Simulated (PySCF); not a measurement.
**Working out the electron affinity of O**

O⁻ [He] 2s2 2p5 (2P) → O [He] 2s2 2p4 (3P). All numbers are calculated (PySCF 2.14, the spin-free X2C one-electron Hamiltonian (Gaussian nucleus), in aug-cc-pVTZ-DK (5s4p3d2f, 46 functions)). Frozen: 1s2. Energies in hartree (1 hartree = 27.21139 eV):

```
             part  O⁻ (lower)   O (upper)
              UHF  -74.844048  -74.865096
MP2 opposite-spin   -0.164858   -0.110303
    MP2 same-spin   -0.054415   -0.036095
```

**Question.** What does Hartree-Fock give?

**Answer.** (-74.865096) − (-74.844048) = -0.021048 hartree = -0.573 eV.

**Question.** What do MP2 and SCS-MP2 (6/5 opposite-spin, 1/3 same-spin) give?

**Answer.** The opposite-spin parts differ by 1.485 eV and the same-spin parts by 0.499 eV. MP2: -0.573 + (1.485) + (0.499) = 1.411 eV. SCS-MP2: -0.573 + 1.2 × (1.485) + (0.499)/3 = 1.375 eV.

A first-order spin-orbit estimate adds -0.001 eV to MP2 (valence), giving 1.410 eV against 1.461 eV (measured; photodetachment measurements, as compiled on the Wikipedia data page of electron affinities).

What remains against the reference includes basis incompleteness, the frozen core and correlation beyond second order.
